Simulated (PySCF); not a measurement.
One molecule, a ladder of functionals, a line

Molecule: SMILES COCCOC, C4H10O2.

Numbering as in the mapped SMILES `[CH3:1][O:2][CH2:3][CH2:4][O:5][CH3:6]`. Hydrogens are named by the atom that carries them.

GIAO shieldings (ppm, equivalent atoms averaged) in PySCF 2.14 on the PBE0-D3(BJ)/def2-SVP geometry, basis pcSseg-1, gas phase, non-relativistic:

```csv
functional,exact exchange (%),σ(C3/C4),σ(C1/C6),σ(O2/O5)
BLYP,0,97.1,112.7,299.9
BP86,0,103.2,117.7,308.8
PBE,0,103.4,118.3,306.9
B3LYP,20,104.0,118.6,313.4
mPW1PW91,25,110.6,124.0,321.2
BHandHLYP,50,112.6,125.9,328.7
HF,100,125.7,137.0,348.0
```

(1) Fit each shielding as a line in the percentage of exact exchange.

(2) What does the line predict for PBE0 (25 %), and what does the run give?

## Answers

(1) σ(C3/C4) = 101.3 + 0.24 x (rms 2.4 ppm); σ(C1/C6) = 116.3 + 0.21 x (rms 2.0 ppm); σ(O2/O5) = 306.1 + 0.43 x (rms 3.1 ppm). The functionals also differ in their semilocal parts, which the line can't hold; Hartree–Fock has no correlation at all.

(2) σ(C3/C4): 107.3 predicted, 111.2 computed; σ(C1/C6): 121.5 predicted, 124.8 computed; σ(O2/O5): 316.9 predicted, 321.8 computed ppm.
